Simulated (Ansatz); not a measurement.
`FCC=C(F)F`. Charge 0, multiplicity 1. All single points use the PBE0-D4/def2-TZVP geometry. It is a higher conformer; a search finds a lower one.

```xyz
9

F     0.870    0.576    1.544
C     1.102   -0.145    0.398
C    -0.101   -0.253   -0.470
C    -1.286    0.291   -0.274
F    -1.654    1.043    0.731
F    -2.296    0.136   -1.105
H     1.443   -1.145    0.693
H     1.920    0.342   -0.146
H     0.002   -0.845   -1.371
```

Task: What is the dipole moment at r2SCAN/def2-TZVPP? (Best estimate.)

Result: Ansatz gave: 2.30 D, with components (1.35, -1.25, -1.38) D in this frame, pointing from negative to positive charge.

Task: And with PBE, B3LYP, ωB97M-V? (An estimate is asked.)

Result: The calculation gave: PBE 2.20 D, B3LYP 2.45 D, ωB97M-V 2.40 D.

Task: Give the Mulliken charges with r2SCAN, B3LYP, PBE in def2-TZVPP. (Best estimate.)

Result: Computed: 
```tsv
atom	r2SCAN	B3LYP	PBE
F1	-0.23	-0.24	-0.19
C2	0.21	0.11	0.08
C3	-0.21	-0.23	-0.22
C4	0.37	0.38	0.31
F5	-0.15	-0.15	-0.11
F6	-0.17	-0.17	-0.13
H7	0.04	0.09	0.08
H8	0.04	0.09	0.08
H9	0.10	0.12	0.10
```

B3LYP here is the variant with VWN-RPA as its local correlation; programs differ in this.
